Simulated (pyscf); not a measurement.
Optimised with ωB97X-D3(BJ)/def2-SVP in PySCF.

Task: Estimate by transition-state theory the rate constant of H₂B–CH₃ + H₂ → BH₃ + CH₄ (singlet surface; B–C, H–H broken, B–H, C–H formed) at 900 K, with ωB97M-D3(BJ)/def2-TZVP energies (ideal gas, 1 atm, RRHO with modes under 100 cm⁻¹ raised to 100, one conformer, R ln 2 for chiral ones without a mode under 150 cm⁻¹; no tunnelling).

Result: The electronic barrier is 14.1 kcal/mol and the thermal terms add +32.6, so ΔG‡ = 46.7 kcal/mol. With k_BT/h = 1.88e+13 s⁻¹ and RT = 1.788 kcal/mol, and a volume of 1.23e-19 cm³ per molecule at 1 atm, k = 1.1e-17 cm³ molecule⁻¹ s⁻¹. Wigner's tunnelling factor for 1117i cm⁻¹ would be 1.13. A shift of 1 kcal/mol in the barrier changes k by a factor 1.7. At the saddle there is also a short B–H contact that neither side keeps. The same reactants have a lower exit, to H₂B–CH₃ + H₂ (barrier +6.3 kcal/mol at ωB97M-D3(BJ)/def2-TZVP, against +14.1 kcal/mol here). One saddle was located; it need not be the lowest between these sides.
